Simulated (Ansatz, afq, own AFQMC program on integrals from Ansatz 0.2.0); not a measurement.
**AlSiH⁺, doublet: AFQMC among the cluster methods**

```tsv
atom	x (Å)	y (Å)	z (Å)
Si	0.0000	-0.0360	1.1654
Al	0.0000	-0.0118	-1.2249
H	0.0000	1.3177	0.3154
```

Connectivity, by distances: SiH–Al.

Basis 6-31G. Noble-gas cores (and the filled d shells of Ga–Kr and In–Xe) are frozen. Integrals, coupled cluster, full CI and functionals: Ansatz 0.2.0; the random walks run on the same integrals in our own AFQMC program. ph-AFQMC/CISD is guided by a CISD state made of CCSD amplitudes; releasing the constraint for a short imaginary time cuts its bias at the price of noise, slowly where states lie close. Uncertainties: one standard error, sampling alone.

Determinant: UHF, the one that the program's search chose, which needn't be the lowest solution. The geometry is a PBE0/def2-TZVP stationary point of this or a neighbouring charge and spin state.

Full CI on the same integrals is exact in this basis and with this determinant's frozen core.

Cautions: the search met a lower determinant of the same kind, perhaps of another symmetry (232 meV lower), and this one is a saddle point; strong correlation (T1 0.085, weight of the determinant 0.79, largest double 0.14); unrestricted determinant spin contaminated (⟨S²⟩ 0.88 against 0.75); the released energy hasn't reached full CI (23 meV above it at 2.40 1/Eh), so no released level is given (meV from the phaseless value at times in 1/Eh: -2 ± 4 at 0.24, -3 ± 3 at 0.51, -5.5 ± 2.3 at 0.99, -7.1 ± 2.1 at 1.62, -6 ± 3 at 2.40).

The T1 diagnostic is 0.0852, the weight of the determinant in the CISD state is 0.792 and the ⟨S²⟩ of the determinant is 0.880. The size of the correlated space is 7 electrons in 18 orbitals.

| level | correlation energy (eV) |
| --- | --- |
| MP2 | -1.7604 |
| CCSD | -2.6455 |
| CCSD(T) | -2.7360 |

(1) Estimate where phaseless AFQMC with a CISD trial lies against CCSD(T) on the same integrals.

(1) 1.4 ± 0.3 kJ/mol below CCSD(T).

Reference: full CI, correlation energy -2.779 eV. The cautions show a poor starting determinant, so the rows tell how each method copes with it here, and full CI is the sure value.

```
        level  E − E(reference) (kJ/mol)  share of correlation (%)
      CCSD(T)                        4.2                     98.45
        CCSDT                        0.7                     99.74
     CCSDT(Q)                       -0.2                    100.08
       CCSDTQ                        0.0                    100.00
  ph-AFQMC/HF                 13.9 ± 2.1                     94.82
ph-AFQMC/CISD                  2.8 ± 0.3                     98.95
```

CCSDT and higher add their correlation energy to the determinant of the CCSD(T) run, since their own runs factorise the integrals more tightly (a shift of under 2 meV).
